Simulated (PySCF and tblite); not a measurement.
Results of a calculation; reference values are marked as such.
C₄H₆O₂, numbered as in [CH2:1]=[CH:2][C:3](=[O:4])[O:5][CH3:6]. The ensemble was built from 90 distance-geometry starts (ETKDG and KDG, MMFF94s, GFN2-xTB) and rests on GFN2-xTB geometries. Weights use PBE0-D3(BJ)/def2-TZVP (IEF-PCM, chloroform) energies plus GFN2-xTB zero-point and thermal terms (modes under about 100 cm⁻¹ blended into free rotors). Symmetry numbers and mirror images are counted. Conformers within 3 kcal/mol (GFN2-xTB free energy) were kept, 6 at most. GIAO shieldings: B97-2/pcSseg-1 (IEF-PCM, chloroform). Shifts are against TMS (¹H), TMS (¹³C) at the same level; of two unlike H on one atom, a is the less shielded. Programs: PySCF with density fitting and tblite.

Torsions listed: C1–C2–C3–O5, O4–C3–O5–C6.

| conformer | shape | point group | mirror pair | ΔE(DFT) | Δ(G−E) at 298.15 K | δ H1a (ppm) |
| --- | --- | --- | --- | --- | --- | --- |
| 1 | 180°, 0° | Cs | no | 0.00 | 0.00 | 6.98 |
| 2 | 0°, 0° | Cs | no | 0.51 | -0.03 | 6.84 |

Energies in kcal/mol; the thermal term leaves out symmetry numbers and mirror images.

Problem. Work out the weights at 298.15 K and the ¹H shift of H1a under fast exchange.

Solution. RT = 0.592 kcal/mol. Each conformer gets RT ln(σ/g), with σ the rotational symmetry number and g = 2 for a mirror pair: 1: σ = 1, g = 1, G = 0.00 + 0.00 + 0.00 = 0.00, 0.00 above the lowest, exp(−ΔG/RT) = 1.000; 2: σ = 1, g = 1, G = 0.51 − 0.03 + 0.00 = 0.48, 0.48 above the lowest, exp(−ΔG/RT) = 0.446. The sum is 1.446, so the weights are 69.2, 30.8 %. The averaged shift is 6.94 ppm. At 298.15 K the leading conformer alone gives 6.98 ppm and bare DFT energies give 6.94 ppm.

The minima are those of GFN2-xTB; planar forms about aryl–S or allylic bonds may be saddles in DFT.
